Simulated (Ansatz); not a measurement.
A made-up structure of CH₄BO, doublet:

B1  (-0.582, 0.246, -0.503)
C2  (0.421, -0.299, 0.613)
O3  (0.684, -1.478, 0.785)
H4  (-1.103, -0.555, -1.209)
H5  (-0.912, 1.379, -0.340)
H6  (0.577, -2.139, 1.488)
H7  (0.733, 0.225, -0.658)
(Å)

It is relaxed with PBE-D4/def2-SVP and then PBE0-D4/def2-TZVP (Ansatz 0.2.0). Atoms count as bonded within 1.22 times the sum of their covalent radii (H–H: 0.88 Å). The end point is not checked to be a true minimum.

Question: Does its bonding change? (A judgement: the text doesn't fix the answer.)

Answer: Computed: Yes. Formed: C2–H7; broken: B1–H7.

Where it ends: The first stage lowers the energy by 2.69 eV in 15 steps. It ends as CH₄BO ([BH2][CH][OH]):
| atom | x (Å) | y (Å) | z (Å) |
| --- | --- | --- | --- |
| B1 | -0.7078 | 0.1224 | -0.4317 |
| C2 | 0.6006 | -0.2428 | 0.2077 |
| O3 | 0.8468 | -1.4233 | 0.7769 |
| H4 | -1.5868 | -0.6993 | -0.4307 |
| H5 | -0.8660 | 1.1973 | -0.9251 |
| H6 | 0.0532 | -1.9698 | 0.6990 |
| H7 | 1.4781 | 0.3952 | 0.2801 |

Labels in which every atom is bracketed show which atoms are joined, not bond orders.

For scale, one of the runs: PBE0-D4/def2-TZVP relaxation, 117 basis functions, launched by `ansatz run in.yaml --threads 2 --pin off --events-out ev --progress --plain --max-ram 4352MiB`. The run took about 27 s on 2 CPU threads of an Arm Neoverse V1 (shared host).
